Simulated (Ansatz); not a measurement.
System: rutile PbO2. Method: BLYP in Ansatz (plane waves, PAW).

Run with plane-wave cutoff 520 eV, 12×12×16 k mesh (along the axes of the cell as run), Fermi–Dirac smearing 0.05 eV, scalar-relativistic PAW data made under PBE.

The volume scan:

| V (Å³/atom) | E − E_lowest (meV/atom) |
|---|---|
| 14.850 | 7.85 |
| 15.159 | 1.87 |
| 15.468 | 0.00 |
| 15.778 | 1.70 |
| 16.087 | 6.47 |

Task: Estimate the bulk modulus and its pressure derivative from these points.

Result: V0 = 15.468 Å³/atom, B0 = 92.1 GPa, B′ = 6.2 (fit to the energies at full precision).

Shape and atoms are relaxed at each volume.

Note: the cell is over a tenth larger than the published one: the level's own overestimate first of all, though another phase or state, or a fault of the published cell, is possible; the bulk modulus comes from volumes at which shape and atoms were relaxed.

Spin–orbit coupling is not included; it can shift volumes and moduli of such heavy elements.

Computing time: roughly 40 core-minutes.

Ansatz is a first-principles code.
